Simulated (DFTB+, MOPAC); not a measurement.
Molecule: CH2N (charge +1, singlet). SMILES: C#[NH+]

Atoms: C1, N2, H3, H4. Bonds: C1-N2, C1-H3, N2-H4.

Bond lengths (Å) and angles (degrees) optimised at PM3 with MOPAC; PM6 with MOPAC; PM7 with MOPAC; SCC-DFTB with DFTB+, each started from the B3LYP-D3(BJ)/def2-TZVP structure (Ansatz) of the last column. A row stands for all coordinates that are equal there. No wavenumbers were computed at SCC-DFTB, so these may be saddle points.

```json
[
 {"coordinate": "C1-N2", "PM3": "1.155", "PM6": "1.145", "PM7": "1.147", "SCC-DFTB": "1.140", "B3LYP-D3(BJ)/def2-TZVP": "1.129"},
 {"coordinate": "C1-H3", "PM3": "1.090", "PM6": "1.085", "PM7": "1.078", "SCC-DFTB": "1.097", "B3LYP-D3(BJ)/def2-TZVP": "1.081"},
 {"coordinate": "N2-H4", "PM3": "0.981", "PM6": "1.006", "PM7": "0.992", "SCC-DFTB": "1.029", "B3LYP-D3(BJ)/def2-TZVP": "1.016"},
 {"coordinate": "N2-C1-H3", "PM3": "180.0", "PM6": "180.0", "PM7": "180.0", "SCC-DFTB": "180.0", "B3LYP-D3(BJ)/def2-TZVP": "180.0"},
 {"coordinate": "C1-N2-H4", "PM3": "180.0", "PM6": "180.0", "PM7": "180.0", "SCC-DFTB": "180.0", "B3LYP-D3(BJ)/def2-TZVP": "180.0"}
]
```

Mean signed difference of all 3 bond lengths from B3LYP-D3(BJ)/def2-TZVP: PM3 0.000 Å, PM6 0.003 Å, PM7 -0.003 Å, SCC-DFTB 0.013 Å.
